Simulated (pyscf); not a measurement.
This saddle point was located with ωB97X-D3(BJ)/def2-SVP in PySCF.

```
N
H 1 1.0260
H 1 1.2759 2 101.83
C 3 1.2990 1 167.47 2 -64.65
H 4 1.0976 3 108.23 1 39.01
H 4 1.0978 5 112.73 3 -114.52
H 4 1.0980 5 112.62 6 -128.84
In 1 2.0575 2 116.19 3 -119.22
H 8 1.7204 1 116.24 2 142.99
H 8 1.7229 9 126.35 1 -173.49
```
Charge 0, spin multiplicity 2.

Surface: doublet, charge 0. Lowest wavenumbers (cm⁻¹): 1748i, 50, 90, 147, 362.

Q: What reaction is this the transition state of?

A: H₂N–InH₂ + methyl (CH₃•) ⇌ •HN–InH₂ + methane (CH₄), a hydrogen abstraction read from left to right: H–N broken and C–H formed. At ωB97M-D3(BJ)/def2-TZVP it lies +17.1 kcal/mol from the left side and +12.0 kcal/mol from the right (each side as separated species at their lowest minima found). •HN–InH₂ lies 41.4 kcal/mol over its isomer [H₂N–InH]• (electronic energy, ωB97M-D3(BJ)/def2-TZVP). This is the saddle that the search found; another between the same sides may lie lower. The angle at the transferred H is 167°. Elements past Kr carry the def2 core potentials, without spin-orbit coupling.
